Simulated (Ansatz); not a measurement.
Ansatz (a quantum-chemistry and plane-wave program) input (B3LYP/6-31+G*): The .json file is the Basis Set Exchange's 6-31+G*.

Ansatz 0.2 input:
```yaml
crystal:
  periodic: [false, false, false]
  atoms:
    - {symbol: C, position_ang: [0.00459725, -0.00249754, 0.33487939]}
    - {symbol: C, position_ang: [0.02158522, -0.01172655, 1.57233990]}
    - {symbol: C, position_ang: [-0.01550427, 0.00842296, -1.12938267]}
    - {symbol: H, position_ang: [-0.01786863, 1.02668686, -1.54815061]}
    - {symbol: H, position_ang: [0.85593006, -0.49887077, -1.57152384]}
    - {symbol: H, position_ang: [-0.90213069, -0.49300933, -1.54734531]}
basis:
  gaussian:
    orbitals: 6-31+G_.json
hamiltonian:
  xc: {name: B3LYP}
total_charge: -1
output: {forces: true}
```

Question: Predict the final energy.

Answer: -116.04381 Eh.
